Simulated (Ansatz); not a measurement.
Atomization energy of CH₆Si, singlet, from cheap to dear

Geometry (MP2(full)/6-31G*, from the G2/97 set):

| atom | x (Å) | y (Å) | z (Å) |
| --- | --- | --- | --- |
| C | 0.0000 | 0.0000 | -1.2762 |
| Si | 0.0000 | 0.0000 | 0.6040 |
| H | 0.0000 | -1.0198 | -1.6681 |
| H | -0.8831 | 0.5099 | -1.6681 |
| H | 0.8831 | 0.5099 | -1.6681 |
| H | 0.0000 | 1.3912 | 1.1270 |
| H | -1.2048 | -0.6956 | 1.1270 |
| H | 1.2048 | -0.6956 | 1.1270 |

Measured, as an electronic atomization energy: 627.2 kcal/mol (G2/97 heats of formation of molecule and atoms, with zero-point and thermal terms from B3LYP taken off; Curtiss et al., J. Chem. Phys. 106, 1063 (1997), Staroverov et al., J. Chem. Phys. 119, 12129 (2003)). The measured value holds scalar relativity and spin–orbit coupling, which all computed ones lack, and core correlation, which the wave-function levels lack. Atoms are taken at the same level; beside RHF, RMP2 and RCC rows they are unrestricted. Truncated CI is not size-consistent. The atoms' steps beyond CCSDT(Q) are taken from restricted open-shell runs, which share full CI's core. Ansatz 0.2.0; the 6-31G* set has Cartesian d functions; a miss is computed less measured; times are wall times on shared hosts and scatter by a factor of two or so.

| level | basis | miss (kcal/mol) | time of the run | hardware |
| --- | --- | --- | --- | --- |
| RCCSD(T) | STO-3G | 90.1 | 0.18 s | 1 CPU thread |
| RCCSDTQ | STO-3G | 90.3 | 6 s | 1 CPU thread |
| full CI | STO-3G | 90.3 | 20 s | 1 CPU thread |
| B3LYP | STO-3G | 183.5 | 0.36 s | 1 CPU thread |
| B2PLYP | STO-3G | 147.7 | 0.42 s | 1 CPU thread |
| RCCSD(T) | 6-31G | -100.4 | 0.36 s | 1 CPU thread |
| RCCSDT(Q) | 6-31G | -100.1 | 2.3 s | 1 CPU thread |
| PBE | 6-31G | -24.7 | 0.54 s | 1 CPU thread |
| r2SCAN | 6-31G | -24.7 | 0.97 s | 1 CPU thread |
| B3LYP | 6-31G | -28.2 | 0.58 s | 1 CPU thread |
| wB97M-V | 6-31G | -18.8 | 2 s | 1 CPU thread |
| B2PLYP | 6-31G | -53.3 | 0.76 s | 1 CPU thread |
| RHF | 6-31G* | -143.9 | 0.27 s | 1 CPU thread |
| RMP2 | 6-31G* | -68.2 | – | – |
| RCCSD(T) | 6-31G* | -64.7 | 0.58 s | 1 CPU thread |
| RCCSDTQ | 6-31G* | -64.4 | 18 s | H100 + 2 CPU threads |
| PBE | 6-31G* | -6.0 | 0.67 s | 1 CPU thread |
| r2SCAN | 6-31G* | -4.3 | 1.1 s | 1 CPU thread |
| B3LYP | 6-31G* | -5.2 | 0.66 s | 1 CPU thread |
| B2PLYP | 6-31G* | -23.6 | 0.97 s | 1 CPU thread |
| RHF | cc-pV(D+d)Z | -146.1 | 0.48 s | 1 CPU thread |
| RMP2 | cc-pV(D+d)Z | -44.8 | – | – |
| RCCSD(T) | cc-pV(D+d)Z | -40.1 | 1.1 s | 1 CPU thread |
| RCCSDT(Q) | cc-pV(D+d)Z | -39.9 | 3.9 s | H100 + 2 CPU threads |
| PBE | cc-pV(D+d)Z | -12.1 | 0.7 s | 1 CPU thread |
| r2SCAN | cc-pV(D+d)Z | -8.3 | 1.4 s | 1 CPU thread |
| B3LYP | cc-pV(D+d)Z | -10.7 | 0.81 s | 1 CPU thread |
| wB97M-V | cc-pV(D+d)Z | -0.8 | 3.2 s | 1 CPU thread |
| B2PLYP | cc-pV(D+d)Z | -20.1 | 1.3 s | 1 CPU thread |
| RHF | cc-pV(T+d)Z | -138.5 | 1.6 s | 1 CPU thread |
| RCCSD(T) | cc-pV(T+d)Z | -11.5 | 3.6 s (with forces) | H100 + 2 CPU threads |
| B3LYP | cc-pV(T+d)Z | -1.4 | 1.8 s | H100 + 2 CPU threads |
| wB97M-V | cc-pV(T+d)Z | 2.3 | 2.2 s (with forces) | H100 + 2 CPU threads |
| B2PLYP | cc-pV(T+d)Z | -5.0 | 1.7 s | H100 + 2 CPU threads |
| RHF | cc-pV(Q+d)Z | -137.4 | – | – |
| RMP2 | cc-pV(Q+d)Z | -7.5 | – | – |
| RCCSD(T) | cc-pV(Q+d)Z | -3.2 | 5.5 s | H100 + 2 CPU threads |
| r2SCAN | cc-pV(Q+d)Z | 0.9 | 4 s | H100 + 2 CPU threads |
| B3LYP | cc-pV(Q+d)Z | -0.4 | 6 s | H100 + 2 CPU threads |
| wB97M-V | cc-pV(Q+d)Z | 1.9 | 6.5 s | H100 + 2 CPU threads |

HF's time is that of a plain UHF run. A dash: the level came out of a higher level's run.

A composite of the best parts (restricted reference, at this geometry, which isn't the minimum of the high levels):

```csv
part,kcal/mol
"Hartree–Fock limit (T, Q; exp(−5.46 √X))",490.17
"CCSD(T) correlation limit (T, Q; X⁻³)",139.35
CCSDT − CCSD(T) (TZ),-0.19
(Q) (TZ),0.19
sum,629.5
sum less measured,2.3
```
